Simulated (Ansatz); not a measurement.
Basis-set extrapolation for C4H4O, SMILES `C=C1CC1=O` (PBE0-D4/def2-TZVP geometry, frozen core, Ansatz). Multiplicity 1, RHF reference.

```csv
,def2-TZVPP,def2-QZVPP
HF,-228.645370,-228.655102
MP2 correlation,-0.855876,-0.914038
CCSD(T) correlation,-0.920140,not run
```

Energies in hartree. Use E(X) = E(∞) + A·exp(−7.88·√X) for Hartree–Fock and E(X) = E(∞) + B·X^(−2.97) for correlation, with X = 3 and 4, and add CCSD(T) minus MP2 of the smaller set to the MP2 limit.

What is the CCSD(T) energy at the basis-set limit?

HF limit: -228.655102 + (-0.009732) × 0.13774 = -228.65644. MP2 limit: -0.914038 + (-0.058162) × 0.74074 = -0.95712. Higher-order term: -0.920140 − (-0.855876) = -0.06426. Total: -229.67782 hartree, 70.5 kcal/mol below CCSD(T)/def2-TZVPP.
